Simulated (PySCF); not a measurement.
CN, SMILES [C]#N (connectivity only; charge and spin as stated), charge -1, multiplicity 1. Atoms are numbered in the order given.

```xyz
2

C      0.0000     0.0000    -0.6298
N      0.0000     0.0000     0.5398
```
Charge -1, spin multiplicity 1.

Geometry optimised at PBE0-D3(BJ)/def2-TZVPD.

The numbers are results of PBE0/pcSseg-2 (PySCF), not measurements.

GIAO shieldings, no solvent; atoms alike by connectivity are averaged. δ = σ(ref) − σ: ¹³C against TMS (σ = 186.1 ppm); ¹⁵N against NH3 (σ = 263.3 ppm), references at their B3LYP-D3(BJ)/def2-TZVP geometries, non-relativistic.

Question: Estimate the chemical shifts. (An estimate is asked for; the answer gives what the named calculation found.)

Answer: 
| nucleus | atoms | count | δ (ppm) |
|---|---|---|---|
| ¹³C | C1 | 1 | 172.6 |
| ¹⁵N | N2 | 1 | 311.6 |
